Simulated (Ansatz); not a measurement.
Geometry optimisation, RKS PBE/def2-SVP in Ansatz.

Input:

```yaml
crystal:
  periodic: [false, false, false]
  atoms:
    - { symbol: B, position_ang: [0.012878, 0.142292, 0.240403] }
    - { symbol: C, position_ang: [0.022719, 0.23335, 1.826438] }
    - { symbol: H, position_ang: [-0.938923, 0.008421, 2.329381] }
    - { symbol: H, position_ang: [0.860546, -0.305533, 2.315314] }
    - { symbol: H, position_ang: [0.226265, 1.311836, 2.044816] }
    - { symbol: H, position_ang: [1.063661, 0.07475, -0.371968] }
    - { symbol: H, position_ang: [-1.019233, 0.270357, -0.392232] }
    - { symbol: Cl, position_ang: [-0.349786, -2.876352, 0.55902] }
    - { symbol: H, position_ang: [-0.312126, -2.04592, 1.608429] }
basis:
  gaussian: { orbitals: def2-SVP }
hamiltonian:
  xc: pbe
relax:
  f_tol: 0.03
  max_steps: 50
output:
  orbitals: {}
```

Launched with:

```bash
$ ansatz run input.yaml --threads 1 --pin off --max-ram 2048MiB --backend cpu --events-out ev --progress --plain --runs-dir out
```

Where does it end, and by what steps?

It converged. The force dipped under the threshold on the way, but the program's further checks kept it going. After 18 steps the energy has fallen by 0.102 eV; H9 moved furthest, 0.88 Å.

| step | energy less start (eV) | largest force component (eV/Å) | accepted |
| --- | --- | --- | --- |
| 0 | 0.0000 | 0.818 | yes |
| 1 | -0.0076 | 1.356 | yes |
| 2 | -0.0150 | 1.247 | yes |
| 3 | -0.0831 | 0.213 | yes |
| 4 | -0.0825 | 0.530 | no |
| 5 | -0.0875 | 0.090 | yes |
| 6 | -0.0893 | 0.214 | yes |
| 7 | -0.0905 | 0.027 | yes |
| 8 | -0.0907 | 0.014 | yes |
| 9 | -0.0777 | 0.845 | no |
| 10 | -0.0909 | 0.220 | yes |
| 11 | -0.0922 | 0.130 | yes |
| 12 | -0.0958 | 0.015 | yes |
| 13 | -0.0971 | 0.201 | yes |
| 14 | -0.0936 | 0.395 | no |
| 15 | -0.0989 | 0.087 | yes |
| 16 | -0.1005 | 0.074 | yes |
| 17 | -0.0977 | 0.387 | no |
| 18 | -0.1023 | 0.024 | yes |

```xyz
9
Properties=species:S:1:pos:R:3
B 0.010 -0.012 0.345
C 0.106 0.361 1.871
H -0.779 0.100 2.488
H 1.030 0.019 2.380
H 0.152 1.478 1.871
H 1.018 -0.011 -0.344
H -1.064 0.028 -0.236
Cl 0.015 -2.536 0.443
H -0.923 -2.615 1.342
```

Time of the run: 35 s on 1 thread of Arm Neoverse V2, with other jobs on the host, peak memory 0.13 GiB.
